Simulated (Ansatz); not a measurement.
LaOBiS₂ (P4/nmm, No. 129; cell taken from a computed entry), treated with PBE0 (Ansatz, a first-principles code, plane waves, PAW).

Run with plane-wave cutoff 460 eV, 6×6×2 k mesh (along the axes of the cell as run), Fermi–Dirac smearing 0.01 eV, scalar-relativistic PAW data made under PBE.

Cell (relaxed with PBEsol):

```xyz
10
Lattice="4.0029 0.0000 0.0000 0.0000 4.0029 0.0000 0.0000 0.0000 13.9179" Properties=species:S:1:pos:R:3 pbc="T T T"
La     2.0015     0.0000     8.2039
La     0.0000     2.0015     5.7140
Bi     0.0000     2.0015    12.1091
Bi     2.0015     0.0000     1.8088
S      2.0015     0.0000    12.4373
S      0.0000     2.0015     1.4806
S      0.0000     2.0015     9.6096
S      2.0015     0.0000     4.3083
O      0.0000     0.0000     6.9589
O      2.0015     2.0015     6.9589
```

### Question
Give the computed band gap and direct gap at Γ.

### Answer

* **band gap**: 1.78 eV
* **direct gap at Γ**: 5.51 eV

Note: cell and atoms aren't relaxed at this level (largest force component 0.40 eV/Å, pressure 1.7 GPa); the cell has widely spaced layers and the level no dispersion term, so their spacing and the moduli can rest on weak binding.

Spin–orbit coupling is not included; with these elements it can move the gap by several tenths of an eV or more.

Static lattice: no zero-point or thermal effects.
